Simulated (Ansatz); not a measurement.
Results of HSE06 (Ansatz, an electronic-structure program, PAW) for A-type hexagonal La₂O₃.

Settings: plane-wave cutoff 460 eV, 9×9×4 k mesh (along the axes of the cell as run), Fermi–Dirac smearing 0.01 eV, scalar-relativistic PAW data made under PBE.

Cell (relaxed at this level):

```cif
data_La2O3
_chemical_formula_sum 'La2 O3'
_space_group_name_H-M_alt 'P-3m1'
_space_group_IT_number 164
_space_group_name_Hall '-P 3 2"'
_cell_length_a 3.91906
_cell_length_b 3.91906
_cell_length_c 6.13771
_cell_angle_alpha 90.000
_cell_angle_beta 90.000
_cell_angle_gamma 120.000
loop_
_atom_site_label
_atom_site_type_symbol
_atom_site_symmetry_multiplicity
_atom_site_Wyckoff_symbol
_atom_site_fract_x
_atom_site_fract_y
_atom_site_fract_z
_atom_site_occupancy
La1 La 2 d 0.33333 0.66667 0.24740 1
O1 O 1 a 0.00000 0.00000 0.00000 1
O2 O 2 d 0.66667 0.33333 0.35460 1
```

Question: Predict the band gap, smallest direct gap on the k points sampled and direct gap at Γ.

Answer: 
* **band gap**: 5.28 eV
* **smallest direct gap on the k points sampled**: 5.40 eV
* **direct gap at Γ**: 6.16 eV

Spin–orbit coupling is not included.

Computed values are for the static lattice.
